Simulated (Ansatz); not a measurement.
# H₃O₂P, SMILES OPO: the interaction energy of a dimer with the counterpoise correction

With Ansatz's Python interface.

The cells in order, each with its output:

```python
import ansatz as az
```

```python
FIRST = [
    ("O", (-0.5988, -0.7755, -0.391)),
    ("P", (0.3963, 0.4915, -0.49)),
    ("O", (1.0846, 0.1469, 0.8962)),
    ("H", (-1.1175, -0.7549, -1.2249)),
    ("H", (-0.4449, 1.5343, -0.0581)),
    ("H", (0.6803, -0.6422, 1.2678)),
]
SECOND = [
    ("O", (3.449, 1.5909, 2.7014)),
    ("P", (3.609, 0.2699, 3.6149)),
    ("O", (4.5495, 1.0159, 4.6507)),
    ("H", (2.8365, 1.3266, 1.9804)),
    ("H", (4.5947, -0.4381, 2.9017)),
    ("H", (4.675, 1.9272, 4.3715)),
]
```

```python
def energy(atoms, ghosts=()):
    molecule = az.Crystal.molecule()
    for symbol, xyz in atoms:
        molecule = molecule.atom(symbol, xyz)
    calc = (
        molecule.calculation()
        .basis(gaussian="def2-SVP")
        .correlation("mp2")
    )
    deck = calc.input()
    if ghosts:
        deck = deck.set(az.key.basis.gaussian.ghost_atoms, [{"symbol": s, "position_ang": list(xyz)} for s, xyz in ghosts])
    return az.Session.from_dict(deck).plan().execute().report["free_energy_ev"]

# monomers in their own basis and in the basis of the dimer
both = energy(FIRST + SECOND)
alone = energy(FIRST) + energy(SECOND)
ghosted = energy(FIRST, SECOND) + energy(SECOND, FIRST)
print(f"dimer {both:.6f} eV")
print(f"interaction, uncorrected   {96.485332 * (both - alone):8.3f} kJ/mol")
print(f"interaction, counterpoise  {96.485332 * (both - ghosted):8.3f} kJ/mol")
print(f"basis-set superposition    {96.485332 * (alone - ghosted):8.3f} kJ/mol")
```

    dimer -26801.954799 eV
    interaction, uncorrected    -26.961 kJ/mol
    interaction, counterpoise   -20.200 kJ/mol
    basis-set superposition       6.762 kJ/mol

Uncorrected it is -26.961 kJ/mol, with the counterpoise correction -20.200 kJ/mol; the difference, 6.76 kJ/mol, is the superposition error.

Total energies depend on the basis set; only differences at equal settings carry meaning. The dimer is a generated trial pose of unrelaxed monomers, not a minimum, so the figure is no binding energy, and the basis set is small. Run time: 4.8 s on 1 thread of Arm Neoverse V2, with other jobs on the host, peak memory 0.29 GiB.

(Lines on the test bed's own set-up are left out of the output.)
